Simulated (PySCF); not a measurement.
Gas-phase reaction: 2 HBNH + H₂ = 2 BH₃ + N₂

Computed with PySCF and rigid-rotor harmonic-oscillator thermochemistry at 1 bar. † marks an energy on the PBE0/def2-TZVP geometry and frequencies. MP2 and CCSD(T) freeze the core. All species are closed-shell singlets. HBNH: computed as isolated molecules; such fragments, hydroxides, amides, oligomers or adducts are transient or little studied in the gas. MP2 isn't extrapolated to the basis-set limit; its ΔH°(298 K) is 100.4 kJ in def2-SVP and 104.7 kJ in def2-TZVPP. CCSD(T) isn't extrapolated to the basis-set limit; its ΔH°(298 K) is 85.1 kJ in def2-SVP and 85.3 kJ in def2-TZVPP. The harmonic model lacks anharmonicity and excited electronic states, which grow with temperature; levels with a mode under 35 cm⁻¹ are left out.

```tsv
level	ΔE electronic, kJ	ΔH°(298 K), kJ	ΔS°(298 K), J/K	ΔG°(1800 K), kJ
CCSD(T)/def2-SVP†	93	85	18	86
MP2/def2-TZVPP†	112	105	18	105
PBE0/def2-QZVP†	127	119	18	120
PBE0/def2-SVP†	135	127	18	128
r2SCAN/def2-TZVP†	131	123	18	124
```
ΔH° is lowest at CCSD(T)/def2-SVP† and highest at PBE0/def2-SVP†. No reference value is set beside these.
